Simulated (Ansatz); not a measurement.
What does this script print? It uses Ansatz 0.2.0 through its Python package.

`scan_alfh2.py`:
```python
"""Potential curve of AlFH2 along one bond."""

import logging
import sys

import ansatz as az
import numpy as np

logging.basicConfig(stream=sys.stdout, format="%(levelname)s %(message)s")
logger = logging.getLogger("run")
logger.setLevel(logging.INFO)

GEOMETRY = """
F    -0.36750   -0.04510    1.71000
Al    0.01030   -0.01360   -0.05150
H    -0.38410   -1.27390   -0.96890
H     0.79680    1.27230   -0.71000
"""


def main() -> None:
    mol = az.Crystal.molecule()
    for line in GEOMETRY.strip().splitlines():
        symbol, *xyz = line.split()
        mol = mol.atom(symbol, [float(v) for v in xyz])

    symbols = [site.symbol for site in mol.cartesian_sites]
    start = np.array([site.position_ang for site in mol.cartesian_sites])
    axis = (start[2] - start[1]) / np.linalg.norm(start[2] - start[1])
    moving = [2]
    lengths, energies = [1.37, 1.48, 1.61, 1.77, 2.01, 2.41, 2.89, 3.54], []
    for length in lengths:
        xyz = start.copy()
        xyz[moving] += (length - np.linalg.norm(start[2] - start[1])) * axis
        point = az.Crystal.molecule()
        for symbol, place in zip(symbols, xyz):
            point = point.atom(symbol, place.tolist())
        calculation = (
            point.calculation()
            .basis(gaussian="cc-pVDZ")
            .correlation("ccsd_t", electrons="valence")
        )
        r = calculation.run().report
        energies.append(r["free_energy_ev"])
        logger.info(f"r = {length:6.3f} A  E = {energies[-1]:.5f} eV  <S^2> = {abs(r['mean_field']['state']['spin_squared']):.3f}")

    print("energy above the lowest point (eV):", [round(e - min(energies), 3) for e in energies])


if __name__ == "__main__":
    main()
```

Output of `python scan_alfh2.py`:
```text
INFO r =  1.370 A  E = -9329.04464 eV  <S^2> = 0.000
INFO r =  1.480 A  E = -9329.36128 eV  <S^2> = 0.000
INFO r =  1.610 A  E = -9329.42638 eV  <S^2> = 0.000
INFO r =  1.770 A  E = -9329.22985 eV  <S^2> = 0.000
INFO r =  2.010 A  E = -9328.66019 eV  <S^2> = 0.000
INFO r =  2.410 A  E = -9327.58176 eV  <S^2> = 0.000
INFO r =  2.890 A  E = -9326.61351 eV  <S^2> = 0.000
RunWarning: these amplitudes may be one of several solutions (largest doubles amplitude 0.59, level shift 2.79 eV)
INFO r =  3.540 A  E = -9326.06399 eV  <S^2> = 0.000
energy above the lowest point (eV): [0.382, 0.065, 0.0, 0.197, 0.766, 1.845, 2.813, 3.362]
```
(Warnings from the package without file and line.)

Notes:
- These settings explore the input space; basis and method may be short of convergence.
- The rest of the molecule is held rigid at a force-field or estimated start geometry, and the basis set is modest; single-reference methods fail as a bond breaks.
- The orbitals are restricted, so S² is zero by construction.
- Toward dissociation an unrestricted state can lie under the restricted one, by tenths of an eV for polar bonds under a functional and by 1 to 2 eV or more for others.
- S² is that of the Hartree-Fock reference.
- Finished in 3.9 s on 1 thread of Intel(R) Xeon(R) Processor @ 2.30GHz, with other jobs on the host, peak memory 0.21 GiB.

(Lines on the test bed's own set-up are left out of the output.)
